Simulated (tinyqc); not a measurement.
UHF in the sto-6g basis, for LiH, spin multiplicity 1, step by step (part 3 of 3). This run ends on a higher stationary point, not on the lowest solution. Computed by tinyqc, a small Python program that keeps every step (integrals from PySCF). Command: `OMP_NUM_THREADS=1 python tinyqc.py 20666 20667 out.jsonl` (the two numbers bound the seeds that draw the settings). One thread of a shared host (Intel(R) Xeon(R) Processor @ 2.60GHz), about 0.2 s of CPU time with the checks.

Geometry (angstrom):
```
atom         x         y         z
Li    0.000000  0.000000  0.000000
H     0.000000  0.000000  2.971000
```

## Iteration 10 (converged): orbitals

converged F(alpha) (hartree):
```
            1Li 1s     1Li 2s   1Li 2px   1Li 2py    1Li 2pz      2H 1s
1Li 1s   -2.422134  -0.622969  0.000000  0.000000   0.010967  -0.008349
1Li 2s   -0.622969  -0.186194  0.000000  0.000000  -0.028247  -0.130650
1Li 2px   0.000000   0.000000  0.149134  0.000000   0.000000   0.000000
1Li 2py   0.000000   0.000000  0.000000  0.149134   0.000000   0.000000
1Li 2pz   0.010967  -0.028247  0.000000  0.000000   0.105513  -0.126224
2H 1s    -0.008349  -0.130650  0.000000  0.000000  -0.126224  -0.050170
```

converged F(beta) (hartree):
```
            1Li 1s     1Li 2s   1Li 2px   1Li 2py    1Li 2pz      2H 1s
1Li 1s   -2.422134  -0.622969  0.000000  0.000000   0.010967  -0.008349
1Li 2s   -0.622969  -0.186194  0.000000  0.000000  -0.028247  -0.130650
1Li 2px   0.000000   0.000000  0.149134  0.000000   0.000000   0.000000
1Li 2py   0.000000   0.000000  0.000000  0.149134   0.000000   0.000000
1Li 2pz   0.010967  -0.028247  0.000000  0.000000   0.105513  -0.126224
2H 1s    -0.008349  -0.130650  0.000000  0.000000  -0.126224  -0.050170
```

X:
```
            1Li 1s     1Li 2s   1Li 2px   1Li 2py    1Li 2pz      2H 1s
1Li 1s    1.021953  -0.123383  0.000000  0.000000  -0.001818   0.010717
1Li 2s   -0.123383   1.028782  0.000000  0.000000   0.010462  -0.069265
1Li 2px   0.000000   0.000000  1.000000  0.000000   0.000000   0.000000
1Li 2py   0.000000   0.000000  0.000000  1.000000   0.000000   0.000000
1Li 2pz  -0.001818   0.010462  0.000000  0.000000   1.015514  -0.103264
2H 1s     0.010717  -0.069265  0.000000  0.000000  -0.103264   1.022284
```

Diagonalise F' = X^T F X, C = X C', fill 2 alpha and 2 beta electrons from the bottom; D(s) = C_occ C_occ^T. Each column has its largest component positive (the first on a tie).

F' = X^T F X (alpha) (hartree):
```
           1          2         3         4          5          6
1  -2.375271  -0.337148  0.000000  0.000000   0.010526   0.022977
2  -0.337148  -0.057992  0.000000  0.000000  -0.007822  -0.128347
3   0.000000   0.000000  0.149134  0.000000   0.000000   0.000000
4   0.000000   0.000000  0.000000  0.149134   0.000000   0.000000
5   0.010526  -0.007822  0.000000  0.000000   0.134384  -0.138288
6   0.022977  -0.128347  0.000000  0.000000  -0.138288  -0.007011
```

orbital energies (alpha) (hartree): MO1 -2.423372, MO2 -0.176837, MO3 0.057720, MO4 0.149134, MO5 0.149134, MO6 0.236599

coefficients C (alpha):
```
               MO1        MO2        MO3       MO4        MO5        MO6
1Li 1s    0.994326  -0.146993  -0.207304  0.000000   0.000000  -0.080399
1Li 2s    0.022997   0.564059   0.803571  0.000000   0.000000   0.337793
1Li 2px   0.000000   0.000000   0.000000  0.876592  -0.481234   0.000000
1Li 2py   0.000000   0.000000   0.000000  0.481234   0.876592   0.000000
1Li 2pz  -0.003921   0.278409  -0.511854  0.000000   0.000000   0.838167
2H 1s    -0.000955   0.670915  -0.358959  0.000000   0.000000  -0.694018
```

F' = X^T F X (beta) (hartree):
```
           1          2         3         4          5          6
1  -2.375271  -0.337148  0.000000  0.000000   0.010526   0.022977
2  -0.337148  -0.057992  0.000000  0.000000  -0.007822  -0.128347
3   0.000000   0.000000  0.149134  0.000000   0.000000   0.000000
4   0.000000   0.000000  0.000000  0.149134   0.000000   0.000000
5   0.010526  -0.007822  0.000000  0.000000   0.134384  -0.138288
6   0.022977  -0.128347  0.000000  0.000000  -0.138288  -0.007011
```

orbital energies (beta) (hartree): MO1 -2.423372, MO2 -0.176837, MO3 0.057720, MO4 0.149134, MO5 0.149134, MO6 0.236599

coefficients C (beta):
```
               MO1        MO2        MO3       MO4        MO5        MO6
1Li 1s    0.994326  -0.146993  -0.207304  0.000000   0.000000  -0.080399
1Li 2s    0.022997   0.564059   0.803571  0.000000   0.000000   0.337793
1Li 2px   0.000000   0.000000   0.000000  0.879378  -0.476124   0.000000
1Li 2py   0.000000   0.000000   0.000000  0.476124   0.879378   0.000000
1Li 2pz  -0.003921   0.278409  -0.511854  0.000000   0.000000   0.838167
2H 1s    -0.000955   0.670915  -0.358959  0.000000   0.000000  -0.694018
```

D(alpha) after iteration 10:
```
            1Li 1s     1Li 2s   1Li 2px   1Li 2py    1Li 2pz      2H 1s
1Li 1s    1.010291  -0.060046  0.000000  0.000000  -0.044823  -0.099570
1Li 2s   -0.060046   0.318692  0.000000  0.000000   0.156949   0.378414
1Li 2px   0.000000   0.000000  0.000000  0.000000   0.000000   0.000000
1Li 2py   0.000000   0.000000  0.000000  0.000000   0.000000   0.000000
1Li 2pz  -0.044823   0.156949  0.000000  0.000000   0.077527   0.186793
2H 1s    -0.099570   0.378414  0.000000  0.000000   0.186793   0.450128
```

D(beta) after iteration 10:
```
            1Li 1s     1Li 2s   1Li 2px   1Li 2py    1Li 2pz      2H 1s
1Li 1s    1.010291  -0.060046  0.000000  0.000000  -0.044823  -0.099570
1Li 2s   -0.060046   0.318692  0.000000  0.000000   0.156949   0.378414
1Li 2px   0.000000   0.000000  0.000000  0.000000   0.000000   0.000000
1Li 2py   0.000000   0.000000  0.000000  0.000000   0.000000   0.000000
1Li 2pz  -0.044823   0.156949  0.000000  0.000000   0.077527   0.186793
2H 1s    -0.099570   0.378414  0.000000  0.000000   0.186793   0.450128
```

Within a degenerate level the vectors are fixed only up to a rotation; this is one choice.

## Convergence

Stop when the energy changes by less than 1e-08 hartree and every element of the error matrix X^T (F D S - S D F) X (for each spin) is below 3e-05.

Course of the cycle:
```
iteration  E (hartree)     change  largest element of the error matrix
1          -7.74657962          -                             7.70e-02
2          -7.78435414  -3.78e-02                             2.77e-02
3          -7.79449626  -1.01e-02                             1.09e-02
4          -7.80180511  -7.31e-03                             9.16e-03
5          -7.80289074  -1.09e-03                             1.57e-03
6          -7.80301288  -1.22e-04                             9.91e-04
7          -7.80301824  -5.36e-06                             1.81e-03
8          -7.80304805  -2.98e-05                             3.38e-04
9          -7.80304887  -8.19e-07                             1.96e-05
10         -7.80304887  -2.73e-09                             1.77e-07
```

PySCF UHF in the same basis, after a stability check = -7.87699111 hartree

Converged in 10 iterations. But the solution lies 0.07394 hartree above the reference: it is another stationary point, not the lowest one. Reruns (cap 100 unless said): DIIS 8: converged in 11 to a higher stationary point; damping 0.5: converged in 44 to a higher stationary point; level shift 0.5: converged in 55 to a higher stationary point; atomic densities as start, DIIS 8: converged in 9 to a higher stationary point.

## Populations, bond orders and dipole

overlap S:
```
           1Li 1s    1Li 2s   1Li 2px   1Li 2py   1Li 2pz     2H 1s
1Li 1s   1.000000  0.235742  0.000000  0.000000  0.000000  0.003220
1Li 2s   0.235742  1.000000  0.000000  0.000000  0.000000  0.129399
1Li 2px  0.000000  0.000000  1.000000  0.000000  0.000000  0.000000
1Li 2py  0.000000  0.000000  0.000000  1.000000  0.000000  0.000000
1Li 2pz  0.000000  0.000000  0.000000  0.000000  1.000000  0.199102
2H 1s    0.003220  0.129399  0.000000  0.000000  0.199102  1.000000
```

Mulliken: Z minus the diagonal of D S on the atom; Loewdin: the same with S^(1/2) D S^(1/2); Mayer order: 2 sum_s sum (D(s) S)_ij (D(s) S)_ji over the two atoms.

Charges (e):
```
atom   Mulliken    Loewdin  Mulliken spin
1Li    0.071930   0.069641              0
2H    -0.071930  -0.069641              0
```

Mayer bond orders:
```
pair     order
2-1   0.994826
```

dipole moment about the origin, x y z (debye): 0.000000  0.000000  -5.313654

<S^2> of the determinant (pure state: 0) = 0.000000
